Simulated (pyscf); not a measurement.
This saddle point was located with ωB97X-D3(BJ)/def2-SVP in PySCF.

```xyz
9

As    -0.1114     0.6425     1.0219
Si    -0.6015    -1.4449    -0.1173
H     -0.7192     2.2259     1.8031
H     -0.6227     1.4195    -0.1754
H      0.1726    -1.5219    -1.3938
H     -0.2359    -2.6146     0.7353
H     -2.0602    -1.5208    -0.4349
H      0.8768     2.2239     1.1202
H      0.1215     2.7728     1.5598
```

Surface: singlet, charge 0. Lowest wavenumbers (cm⁻¹): 2187i, 111, 236, 284, 329.

Task: Which two sides does it connect, and which bonds change?

Result: H₃Si–AsH₂ + H₂ ⇌ H₃Si–AsH₂ + H₂, a four-centre exchange read from left to right: As–H, H–H broken and As–H, H–H formed. At ωB97M-D3(BJ)/def2-TZVP it lies +317.8 kJ/mol from the left side and +317.8 kJ/mol from the right (each side as separated species at their lowest minima found). The same reactants have a lower exit, to AsH₃ + SiH₄ (barrier +275.4 kJ/mol at ωB97M-D3(BJ)/def2-TZVP, against +317.8 kJ/mol here). Another saddle between the same species, by other bonds, lies lower (286.0 kJ/mol against 317.8 kJ/mol at ωB97M-D3(BJ)/def2-TZVP). Elements up to Kr have no core potential and no relativistic terms here.
